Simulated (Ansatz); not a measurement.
Process, species as SMILES: [SiH3]P (SiPH5) [silylphosphane] + [H][H] (H2) -> P (PH3) + [SiH4] (SiH4)

Quantity: energy of full hydrogenation (enthalpy at 298 K), in kcal/mol. Terms: 6-311+G** with 5d, 6d on Na to Ar in Ansatz (a first-principles code); LANL2DZ with its own core potentials from Na on; non-relativistic; frozen cores in correlated levels; six Cartesian d functions in 6-31G* and its kin unless marked 5d; no dispersion term unless named; no spin-orbit coupling. Basis-set limits of correlation are two-point, X^-3; Hartree-Fock from the larger set. [CCSD(T)-MP2]/basis is that difference in the basis named. First-principles rows: single points at B3LYP-D3(BJ) geometries (Ansatz), with unscaled harmonic terms from B3LYP/6-31G* (Ansatz) at its own minima.

Coupled cluster (Ansatz) is a level with limits of its own, used here on species with T1 under 0.025 (0.045 for open shells) and stable references: RI-MP2/CBS(aug-cc-pV(T+d)Z,aug-cc-pV(Q+d)Z)+[CCSD(T)-MP2]/aug-cc-pV(T+d)Z.

Value to compare with, RI-MP2/CBS(aug-cc-pV(T+d)Z,aug-cc-pV(Q+d)Z)+[CCSD(T)-MP2]/aug-cc-pV(T+d)Z (Ansatz): 1.2 kcal/mol.

| level | program | energy of full hydrogenation (enthalpy at 298 K) (kcal/mol) | difference |
|---|---|---|---|
| PBE/STO-3G | Ansatz | 2.0 | 0.8 |
| PBE/3-21G | Ansatz | 4.4 | 3.2 |
| PBE/LANL2DZ | Ansatz | 0.6 | -0.6 |
| PBE/6-31G* | Ansatz | 2.0 | 0.8 |
| PBE/def2-SVP | Ansatz | 0.3 | -0.9 |
| PBE/6-311+G** | Ansatz | 1.3 | 0.1 |
| PBE/def2-TZVPD | Ansatz | 2.1 | 0.9 |

Among the 6 habitual levels, PBE/3-21G lies farthest from RI-MP2/CBS(aug-cc-pV(T+d)Z,aug-cc-pV(Q+d)Z)+[CCSD(T)-MP2]/aug-cc-pV(T+d)Z (Ansatz) (3.2 kcal/mol); 4 of 6 lie above it, and their mean absolute difference is 1.1 kcal/mol, the median 0.8. One case shows no general order.

The sets are all those run for this method; left out are runs that failed, that the program found above a lower state of the same kind, or whose <S^2> lies over 0.5 above the pure value.
